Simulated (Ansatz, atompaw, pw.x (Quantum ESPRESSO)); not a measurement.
# hydrogen (H) (diamond): variants of one PAW (atompaw) potential in the solid

| Quantity | Value |
| --- | --- |
| Element | hydrogen (H) |
| Generator | atompaw 4.2.0.5 |
| Type | PAW |
| Functional | PBEsol |
| Relativity | scalar-relativistic |
| Frozen core | none |
| Valence charge | 1 |
| Reference configuration | 1s1 |
| Partial waves | 1s (bound): rc 1.50 bohr; 1s channel at -0.05 Ry: rc 1.50 bohr; 2p channel at -0.05 Ry: rc 1.25 bohr |
| Local potential | bessel scheme, radius 1.40 bohr |
| Core correction | none |
| Augmentation charge | sinc compensation charge, radius 1.30 bohr; PAW radius 1.50 bohr; waves and projectors: custom rrkj vanderbiltortho |

Crystal test: diamond H in pw.x 7.5, no spin, 15³ k-points, Fermi–Dirac smearing 0.01 Ry, cutoffs set for each file from its atomic test. The reference is all-electron LAPW (Ansatz 0.2.0) with the same functional, mesh and smearing; V0 and B0 come from Birch–Murnaghan fits to the pressures at five volumes. Errors are pseudo minus all-electron; Δ is the rms difference of the E(V) curves that follow from these fits, minima aligned, over ±6 % about the mean V0. Mesh and smearing are coarse, so the numbers serve the comparison and aren't converged zero-temperature values; the lattice is a test structure that the element need not adopt.

All-electron: a0 = 2.994 Å (V0 = 3.35 Å³/atom), B0 = 95.5 GPa.

Base: The largest radius (1.50 bohr) exceeds half the bond length (1.22 bohr), so the spheres overlap, which is one possible source of error among others.

3 further variants are left out: they gave no file fit for a test, a broken result, the same result as the base, or pressures whose basis-set error rivals the error shown.

```csv
change,cutoffs (Ry),pw.x,a0 (Å),a0 error (%),B0 error (%),Δ (meV/atom),mean pressure error (GPa)
base,40/400,converged,3.003,+0.32,+0.2,0.7,+0.94
"augmentation sinc compensation charge, radius 1.22 bohr; PAW radius 1.50 bohr; waves and projectors: custom rrkj vanderbiltortho",40/400,converged,3.004,+0.33,+0.2,0.7,+0.98
```

(1) Give the row for: local potential bessel scheme, radius 0.68 bohr.

Results:

(1) pw.x: converged; mean pressure error (GPa): -0.17; a0 (Å): 2.992; a0 error (%): -0.06; B0 error (%): +0.1; Δ (meV/atom): 0.1.
